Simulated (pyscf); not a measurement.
F–SiH•–F (SMILES F[SiH]F) + H₂ (SMILES [H][H]) → F–SiH₂–F (SMILES F[SiH2]F) + H• (SMILES [H]) (hydrogen abstraction; doublet surface; H–H broken, H–Si formed). Structures and frequencies: ωB97X-D3(BJ)/def2-SVP in PySCF. Rate constants from transition-state theory, ωB97M-D3(BJ)/def2-TZVP energies (ideal gas, 1 atm, RRHO with modes under 100 cm⁻¹ raised to 100, one conformer, R ln 2 for chiral ones without a mode under 150 cm⁻¹; no tunnelling), k in cm³ molecule⁻¹ s⁻¹.

| T (K) | 1000/T | log10 k |
|---|---|---|
| 298 | 3.354 | -20.63 |
| 600 | 1.667 | -15.86 |
| 900 | 1.111 | ? |
| 1200 | 0.833 | -13.17 |

Q: Fit an Arrhenius line to the three values, give the activation energy, and predict k at 900 K.

A: Least squares gives log10 k = -10.82 − 2.94 × 1000/T, so Ea = 2.94 × ln 10 × 1.987 = 13.5 kcal/mol, against an electronic barrier of 13.7. At 900 K the line gives -14.09; the computed value is -14.14 (ΔG‡ = 35.0 kcal/mol), close to the line. One saddle was located; it need not be the lowest between these sides. The angle at the transferred H is 177°.
